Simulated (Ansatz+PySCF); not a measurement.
Results of a calculation; reference values are marked as such.
**Several solutions for singlet H₂S**

```yaml
atoms:
  - { symbol: S, position_ang: [0.0000, 0.0000, -0.2080] }
  - { symbol: H, position_ang: [0.0000, 1.9430, 1.6643] }
  - { symbol: H, position_ang: [0.0000, -1.9430, 1.6643] }
```

Basis set: cc-pVDZ (spherical functions). Charge 0, multiplicity 1.

ωB97X (unrestricted) was run from several starts with Ansatz (development build ahead of 0.2.0) and PySCF 2.14.0.

```
run  program                                start  converged  energy (hartree)  <S²>
  A   Ansatz              stability test followed        yes        -399.11372  1.73
  B    PySCF  guess minao, instabilities followed        yes        -399.11372  1.73
  C    PySCF                     program defaults        yes        -399.03410  0.00
  D   Ansatz              atomic start, no search        yes        -399.03409  0.00
  E   Ansatz          search for the lowest state        yes        -399.11372  1.73
```

(1) Which runs reached the lowest solution of this kind, and what is wrong with the others?

## Answers

(1) A, B, E reached the lowest solution found. Converged but too high: C by 2.17 eV, D by 2.17 eV. Convergence only shows a stationary point, and even a stable one can lie too high; stability tests and further starts are what find lower ones. Caution: charge can spread falsely over distant fragments. Caution: the unrestricted determinant is a mixture of spin states.
